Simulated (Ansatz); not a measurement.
We consider hcp Zn, described by HSE06 (Ansatz, an electronic-structure program, plane waves, PAW).

Run with plane-wave cutoff 520 eV, 12×12×8 k mesh (along the axes of the cell as run), Fermi–Dirac smearing 0.05 eV, scalar-relativistic PAW data made under PBE.

Starting structure:

```
CELL_PARAMETERS angstrom
      2.66000     0.00000     0.00000
     -1.33000     2.30363     0.00000
      0.00000     0.00000     4.95000
ATOMIC_POSITIONS crystal
  Zn 0.66667 0.33333 0.75000
  Zn 0.33333 0.66667 0.25000
```

Into what structure does the relaxation of cell and atoms lead at this level, with the symmetry of the start kept?

The volume increases by 2.0 %; final space group P6_3/mmc.
```
CELL_PARAMETERS angstrom
      2.62826     0.00000     0.00000
     -1.31413     2.27614     0.00000
      0.00000     0.00000     5.17366
ATOMIC_POSITIONS crystal
  Zn 0.66667 0.33333 0.75000
  Zn 0.33333 0.66667 0.25000
```
